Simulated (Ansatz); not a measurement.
Input file:

```yaml
crystal:
  periodic: [false, false, false]
  atoms:
    - {symbol: Al, position_ang: [0.000000, 0.000000, 0.352569]}
    - {symbol: Al, position_ang: [0.000000, 0.000000, -2.324369]}
    - {symbol: H, position_ang: [0.000000, 0.000000, 1.971799]}
basis:
  gaussian: {orbitals: 6-31G}
magnetization: {spin_polarized: false, initial_magnetization: 1}
correlation: {method: fci, electrons: outside_noble_gas}
```

```sh
$ ansatz run in.yaml --threads 1 --pin off --events-out ev --progress --plain --max-ram 2393MiB
```

Problem. Roughly how long does this take on 1 thread of Intel Xeon Platinum 8375C, shared host, and how much host memory?

Solution. 8.5 s wall and 0.17 GiB.

```
539 factors; integrals over basis functions are off by at most 1.4e-7 eV
mean field evaluation 1: about -13177.8596 eV, gradient 6.4e0 eV
mean field evaluation 2: about -13177.8624 eV, gradient 6.4e0 eV
mean field evaluation 4: about -13178.2822 eV, gradient 8.0e-1 eV
mean field evaluation 8: about -13178.3049 eV, gradient 2.5e-2 eV
mean field evaluation 16: about -13178.3042 eV, gradient 1.2e-1 eV
mean field evaluation 32: about -13178.3006 eV, gradient 3.7e-1 eV
mean field -13178.30486594 eV, -484.2937712475 hartree, gradient 1.5e-6 eV, S^2 0.750000; 4 other end points of the search recorded, 0 dependent functions left out
mean field evaluation 64: about -13177.4400 eV, gradient 3.4e0 eV
10 core orbitals not correlated: weight in the atoms' cores, before any rotation towards them, 1.000 or more for the frozen orbitals, at most 0.000 for the correlated occupied ones
reference -13178.30486594 eV, -484.2937712475 hartree; 4, 3 occupied and 14, 15 virtual orbitals, 539 factors
state -13180.60709965 eV, -484.3783767758 hartree
Total energy: -13180.60709965 eV, -484.3783767758 hartree
```
